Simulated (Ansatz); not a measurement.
Results of PBEsol in Ansatz (PAW) for 1T (CdI2-type) PtS2.

Settings: plane-wave cutoff 500 eV, 18×18×8 k mesh (along the axes of the cell as run), Fermi–Dirac smearing 0.05 eV, scalar-relativistic PAW data made under PBE.

Computed at the level's own relaxed cell.

Q: Give the computed equilibrium volume per atom, lattice parameter a, c axis length and band gap.

A: 
- equilibrium volume per atom = 17.55 Å³/atom
- lattice parameter a = 3.572 Å
- c axis length = 4.764 Å
- band gap = 0.18 eV (on the SCF k mesh)

Measured, for comparison: band gap 0.7 eV (temperature not stated, not corrected to a static lattice, bulk, cited; as tabulated in Two-dimensional noble-metal chalcogenides and phosphochalcogenides, Angew. …); lattice constant a 3.542 Å (temperature not stated, not corrected to a static lattice; as tabulated in Björkman (2014), arXiv:1406.2436); lattice parameter c 5.036 Å (temperature not stated, zero-point anharmonic expansion removed (computed with revB86b-DF2); no thermal correction; as tabulated in Björkman (2014), arXiv:1406.2436). Computed (rounded) less measured: lattice constant a +0.8 %, lattice parameter c -5.4 %.

Note: the cell comes from a level without a dispersion term, which matters for the spacing of layers, chains or molecules.

Spin–orbit coupling is not included.

The computed numbers hold no vibrational or temperature effects.

Cost on a shared machine: very roughly 5 core-minutes.

Ansatz is a program for electronic structure.
